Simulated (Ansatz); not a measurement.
`C=CC(F)(F)Cl` → `F[C]F` + `C=CCl` at 298.15 K and 1 bar (formal loss of a carbene).

Program: Ansatz. Geometries: PBE0-D4/def2-TZVP. ΔE: electronic, gas phase. CCSD(T)/CBS is the MP2 limit (def2-TZVPP, def2-QZVPP) plus CCSD(T) − MP2 in def2-TZVPP, frozen cores. This one scheme is used for every species. Each species was taken in one conformer, which may not be the lowest.

| species | CCSD(T)/CBS energy (Eh) | H − E (kJ/mol) | S (J/(mol·K)) |
| --- | --- | --- | --- |
| `C=CC(F)(F)Cl` | -775.29546 | 164.6 | 328.1 |
| `F[C]F` | -237.54028 | 28.9 | 240.6 |
| `C=CCl` | -537.65823 | 124.1 | 263.4 |

H − E and S are ideal-gas, rigid-rotor, harmonic terms from PBE0-D4/def2-TZVP, for one conformer and one mirror image of each species. 1 Eh = 2625.50 kJ/mol, R = 8.31446 J/(mol·K).

Task: By hand: ΔE, ΔH, ΔS and ΔG.

Result: ΔE = (-237.54028) + (-537.65823) − (-775.29546) = 0.09695 Eh = 254.5 kJ/mol. Δ(H − E) = 28.9 + 124.1 − 164.6 = -11.6, so ΔH = 242.9 kJ/mol. ΔS = 240.6 + 263.4 − 328.1 = 175.9 J/(mol·K). ΔG = 242.9 − 298.15 × (175.9)/1000 = 190.5 kJ/mol.

Task: By hand: the equilibrium constant, and the temperature at which ΔG would vanish if ΔH and ΔS stayed fixed.

Result: log₁₀ K = −ΔG/(RT ln 10) = -33.4. ΔG = 0 at ΔH/ΔS = 1381 K.

The number of gas molecules changes by +1, which sets the sign of ΔS. A doubt of 5 kJ/mol in ΔE shifts log₁₀ K by 0.9 here. Other conformers and mirror images would add mixing entropy, several J/(mol·K) or more a flexible species. These are equilibria of isolated gas molecules and say nothing of rates. Largest T1 diagnostic: 0.017 (customary marks: 0.02 for closed shells, 0.045 for open ones).
